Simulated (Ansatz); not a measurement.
## As: from a trial structure to a relaxed crystal

The calculation used DFT r2SCAN, scalar-relativistic, plane waves, PAW (Ansatz 0.2.0). Cutoff 500 eV, Γ-centred k mesh, Gaussian smearing, no spin polarisation in the final step.

The start puts As on the alpha-boron structure type (R-3m, No. 166), at a guessed volume.

```yaml
crystal:
  lattice:
    - [3.49599, 2.01841, 5.96206]
    - [-3.49599, 2.01841, 5.96206]
    - [0.00000, -4.03682, 5.96206]
  atoms:
    - { symbol: As, position: [0.01019, 0.65361, 0.01019] }
    - { symbol: As, position: [0.01019, 0.01019, 0.65361] }
    - { symbol: As, position: [0.65361, 0.01019, 0.01019] }
    - { symbol: As, position: [0.98981, 0.34639, 0.98981] }
    - { symbol: As, position: [0.34639, 0.98981, 0.98981] }
    - { symbol: As, position: [0.98981, 0.98981, 0.34639] }
    - { symbol: As, position: [0.22118, 0.63060, 0.22118] }
    - { symbol: As, position: [0.22118, 0.22118, 0.63060] }
    - { symbol: As, position: [0.63060, 0.22118, 0.22118] }
    - { symbol: As, position: [0.77882, 0.36940, 0.77882] }
    - { symbol: As, position: [0.36940, 0.77882, 0.77882] }
    - { symbol: As, position: [0.77882, 0.77882, 0.36940] }
```

Cell and atoms relax at zero pressure; the relaxation can't lower the symmetry of the start. After a coarse first stage the cell is made exact in the group found at 0.06 Å.

Energies count from the standard state of As at the same level.

(1) Which crystal results?

(2) What are its volume, energy, density and gap?

## Answers

(1) It keeps R-3m (No. 166), but not the shape of the type it started on. Conventional cell: a = 8.406 Å, c = 14.173 Å. As on Wyckoff site h (6 atoms of the primitive cell) has 1 As at 2.36 Å and 1 As at 2.50 Å; As on Wyckoff site h (6 atoms of the primitive cell) has 3 As at 2.50–2.59 Å and 2 As at 2.98 Å.

```
As
1.0
     4.20324    2.42674    4.72430
    -4.20324    2.42674    4.72430
     0.00000   -4.85348    4.72430
As
12
Direct
  0.03622 0.64865 0.03622
  0.03622 0.03622 0.64865
  0.64865 0.03622 0.03622
  0.96378 0.35135 0.96378
  0.35135 0.96378 0.96378
  0.96378 0.96378 0.35135
  0.27993 0.58831 0.27993
  0.27993 0.27993 0.58831
  0.58831 0.27993 0.27993
  0.72007 0.41169 0.72007
  0.41169 0.72007 0.72007
  0.72007 0.72007 0.41169
```

(2) The volume per atom is 24.09 Å³. The density is 5.16 g/cm³, the energy over the standard structure is 0.41 eV/atom and the gap on the 6×6×6 mesh is 0 eV (a metal).

The final run used a 6×6×6 mesh on its 12-atom cell and 0.10 eV smearing. For metals, differences of a few meV/atom aren't resolved. Symmetry constrained the relaxation, so the result can be a saddle point. The steps took about 19 core-minutes in all.